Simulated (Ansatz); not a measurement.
# Two structures, one formula

Two relaxed structures of CH5AlSi, closed shell (PBE0-D4/def2-TZVP; forces vanish, vibrations not checked).

A:

| atom | x (Å) | y (Å) | z (Å) |
| --- | --- | --- | --- |
| Al1 | -1.3887 | 0.6226 | -0.5017 |
| C2 | 0.4084 | 0.6423 | 0.1429 |
| Si3 | 1.1923 | -0.8441 | 0.4327 |
| H4 | -2.0697 | -0.7951 | -0.7382 |
| H5 | -2.1897 | 1.9617 | -0.7968 |
| H6 | 0.9555 | 1.5629 | 0.3337 |
| H7 | 2.5800 | -1.0145 | 0.9316 |
| H8 | 0.5119 | -2.1359 | 0.1958 |

B:

```tsv
atom	x (Å)	y (Å)	z (Å)
Al1	0.4551	1.3680	0.6388
C2	-0.6375	0.2220	-0.5008
Si3	0.7050	-0.9169	0.2755
H4	-1.6149	0.0561	-0.0289
H5	-0.7673	0.2442	-1.5821
H6	0.6157	2.8697	1.1062
H7	1.7196	-1.3609	-0.7200
H8	0.2351	-2.0889	1.0641
```

Computed with Ansatz 0.2.0 (basis: def2-TZVPP); correlated methods freeze the cores. B3LYP uses VWN-RPA correlation.

(1) Which structure is lower at CCSD(T), and by how much? (Judge from chemistry; the value comes from the calculation.)

(2) Do the other methods give the same order? (Judge from chemistry; the calculation decides.)

No T1 diagnostic of these runs exceeds 0.014.

Answers

(1) Computed: A, by 2.26 kcal/mol (electronic energy, against the other). By their contacts, A is CH₅AlSi ([AlH2][CH][SiH2]) and B is CH₅AlSi ([CH2]1[AlH][SiH2]1).

(2) Computed: Not all: PBE-D4, r2SCAN-D4, PBE0-D4 give the other order.

| method | E(B) − E(A) (kcal/mol) |
| --- | --- |
| PBE-D4 | -2.35 |
| r2SCAN-D4 | -0.87 |
| PBE0-D4 | -3.00 |
| B3LYP-D4 | 3.30 |
| wB97M-V | 1.27 |
| HF | 5.15 |
| MP2 | 2.97 |
| CCSD | 2.02 |
| CCSD(T) | 2.26 |

Labels in which every atom is bracketed show which atoms are joined, not bond orders.

For scale, one of the runs: CCSD(T)/def2-TZVPP, 185 basis functions, launched by `ansatz run in.yaml --threads 2 --pin off --events-out ev --progress --plain --max-ram 4352MiB`. Time: 22 s of wall clock on 2 CPU threads of an Arm Neoverse V2; the host was shared. Peak host memory: 1.7 GiB.
